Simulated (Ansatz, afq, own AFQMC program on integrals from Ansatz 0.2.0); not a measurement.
**CHF, singlet: energetics from AFQMC and coupled cluster**

| atom | x (Å) | y (Å) | z (Å) |
| --- | --- | --- | --- |
| C | -0.1260 | -0.4787 | -0.1172 |
| F | 0.8863 | 0.0518 | 0.4909 |
| H | -0.7603 | 0.4269 | -0.3736 |

Geometry: a PBE0/def2-SVP stationary point, not shown to be a minimum. Basis def2-TZVP. Noble-gas cores (and the filled d shells of Ga–Kr and In–Xe) are frozen. Integrals, coupled cluster, full CI and functionals: Ansatz 0.2.0; the random walks run on the same integrals in our own AFQMC program. The CISD trial takes its coefficients from CCSD amplitudes. Released means that phaseless walkers are propagated on without the constraint, phases kept. Uncertainties: one standard error, sampling alone.

Best estimates are CCSD(T) at the basis-set limit (def2-TZVPP/QZVPP) plus the step from CCSD(T) to the highest rung at hand in def2-TZVP, named in the table (released AFQMC can keep some 10 meV of bias). Fragments are relaxed and keep their bonds. No zero-point, core-correlation or spin–orbit terms. Other levels are in def2-TZVP; a dash marks a level that is missing or breaks spin symmetry for a member.

Cautions: CHF (singlet): higher spins were not checked, restricted determinant unstable towards unrestricted (UHF 220 meV lower, ⟨S²⟩ 0.51); CF (doublet): the released energies are still falling, so no released level is given (meV from the phaseless value at times in 1/Eh: -1 ± 3 at 0.24, -11 ± 4 at 0.51, -14 ± 4 at 0.99, -17 ± 6 at 1.62, -18 ± 16 at 2.40), though the last usable value meets CCSDT(Q) within the noise.

```tsv
process	best estimate (kJ/mol)	highest rung
C1–H3 → CF (doublet) + H (doublet)	336	CCSDT(Q)
to charge +1, doublet (vertical)	1020	CCSDT(Q)
to free atoms	889	CCSDT(Q)
```

Errors against the best estimates in kJ/mol, the processes numbered in the order above:

| level | error, 1 | error, 2 | error, 3 |
| --- | --- | --- | --- |
| MP2 | -25 | -27 | -18 |
| CCSD(T) | -15 | -15 | -34 |
| ph-AFQMC/CISD | -14 ± 0.7 | -15 ± 0.7 | -33 ± 0.6 |
| CCSD(T)/CBS | 0 | 1 | -1 |
| wB97M-V | -3 | -7 | 8 |

Cost at the first geometry (cards were shared with other jobs): PBE0/def2-TZVP, 1.6 s on 1 thread of AMD EPYC 7R13 Processor (Zen 3) (shared host); RCCSD(T)/def2-TZVP, 1.2 s on 1 × NVIDIA H100 80GB HBM3 with 1 thread of AMD EPYC 7R13 Processor (Zen 3), with other jobs on the host; CCSD(T)/def2-QZVPP, 1.8 s on 1 × NVIDIA H100 80GB HBM3 with 1 thread of AMD EPYC 7R13 Processor (Zen 3), with other jobs on the host; CCSDT(Q), 1.8 s on 1 × NVIDIA H100 80GB HBM3 with 1 thread of AMD EPYC 7R13 Processor (Zen 3) (shared host); ph-AFQMC/CISD with release, 45 s on 1 × NVIDIA H100 80GB HBM3 with 2 threads of AMD EPYC 7R13 Processor (Zen 3) (shared host).

Best estimates are given only where the step beyond CCSD(T) is under 0.3 eV and no member's determinant is very poor (T1 over 0.05, or 0.07 for open shells, ⟨S²⟩ too high by 0.3, two states mixed), so the hardest cases are missing from such tables.

The functionals ran in a triple-zeta set and keep a basis error of their own, a few kJ/mol for each bond in atomization energies and more for double hybrids, so close places among them and the extrapolated levels can swap.

CCSDT and higher add their correlation energy to the determinant of the CCSD(T) run, since their own runs factorise the integrals more tightly (a shift of under 2 meV). Each member of a difference takes its own highest rung, so a best estimate needn't equal the limit plus the step of one row. A walk keeps the symmetry of its determinant, which the program's search chose and which needn't be the lowest solution, so a lower state of the same spin and another symmetry isn't excluded.
